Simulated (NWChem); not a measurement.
**Correlation energy of hydrogen sulfide (H2S)**

```xyz
3

S      0.0000     0.0000     0.1056
H     -0.9740     0.0000    -0.8447
H      0.9740     0.0000    -0.8447
```
Charge 0, spin multiplicity 1.

Everything below was run with NWChem. All single points use one geometry, from PBE/def2-SVP, a minimum by its harmonic frequencies.

Basis set: cc-pVQZ. Each correlation energy counts from its own Hartree-Fock reference.

The correlated methods keep 5 core orbitals frozen. Coupled-cluster values serve here as a point of comparison, not as the truth.

Problem. For the correlation energy, CR-CCSD(T) gives -236.9 mHa and MP2 gives -206.8 mHa. What do CCSD(T) give?

Solution. CCSD(T): -238.3 mHa.
